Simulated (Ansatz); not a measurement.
**H₂C–GaH, triplet: the ladder up to UCCSDT(Q)**

Geometry: a point of a stretch scan, not a stationary point.

```xyz
5

C     0.0000    0.1063    2.0070
Ga    0.0000   -0.0414   -0.4025
H     0.0000    1.0570    2.5398
H     0.0000   -0.7618    2.6608
H     0.0000    1.2980   -1.2714
```

Basis cc-pVDZ; Ansatz 0.2.0. Only valence electrons are correlated (noble-gas cores and the filled d shells of p-block atoms frozen), which leaves 10 electrons in 41 orbitals. R marks a restricted (for open shells ROHF) determinant, U an unrestricted one. Active spaces: pair = (4e, 4o) about the gap. No spin–orbit coupling is included, and no scalar relativity.

Full CI isn't at hand for all of this; UCCSDT(Q) serves as the reference, and is uncertain by about the last step of the cluster series. The frozen core follows each run's orbitals, which can shift R against U totals by a few meV for light atoms and by up to 0.1 eV past Ca.

- UHF ⟨S²⟩: 2.081
- T1 diagnostic (RCCSD): 0.0295
- largest doubles amplitude (RCCSD): 0.043
- T1 diagnostic (UCCSD): 0.0299

| level | E − E(UCCSDT(Q)) (kJ/mol) | share of correlation (%) | wall time |
| --- | --- | --- | --- |
| UHF | 537.4 | 4.69 | – |
| UMP2 | 114.3 | 79.73 | – |
| UCCSD | 18.3 | 96.75 | – |
| UCCSD(T) | 4.5 | 99.21 | 9 s |
| UCCSDT | 1.0 | 99.82 | – |

The correlation energy at UCCSDT(Q), counted from RHF, is -5.845 eV. That run took 28 s on 1 thread of Intel Xeon Platinum 8488C, shared host.

Run but not shown, since their state or frozen core can't be matched to the reference's or they repeat it: RHF, RMP2, CISD, RCCSD, RCCSD(T), BCCD(T), RCCSDT, RCCSDT(Q), CASSCF (pair space), NEVPT2 (pair space), MRCISD (pair space), MRCISD+Q (pair space).

Times hold each run's SCF and search for its determinant on a shared host, so for small cases they say little of a method's own cost; they ran on 1 thread of Intel Xeon Platinum 8488C.
